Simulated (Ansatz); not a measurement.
Barrier height from H + N2 to the transition structure HN2, without zero-point energy, on the benchmark's geometries as Psi4's copy of the set gives them.
Transition structure (charge 0, multiplicity 2):
```xyz
3

N      0.00000     0.00000     0.00000
N      1.12281     0.00000     0.00000
H      1.78433     1.26845     0.00000
```

Open shells are unrestricted; no spin–orbit coupling.

Frozen-core correlation. CBS: X⁻³ extrapolation of the correlation energy, Hartree–Fock from the larger set.

Codes used: Ansatz (Gaussian orbitals). Each number belongs to the level named beside it.

Q: What is the computed barrier height (r2SCAN/def2-TZVPPD)?

A: 4.7 kcal/mol

Q: What barrier height does CCSD(T)/CBS(aug-cc-pVTZ, aug-cc-pVQZ) give?

A: 14.5 kcal/mol

Q: What is the computed barrier height (MP2/aug-cc-pVQZ)?

A: 27.6 kcal/mol

Doubts at one or more of the structures used: a spin-contaminated determinant (MP2/aug-cc-pVQZ, CCSD(T)/CBS(aug-cc-pVTZ, aug-cc-pVQZ)).

Ansatz is a quantum-chemistry and plane-wave program.
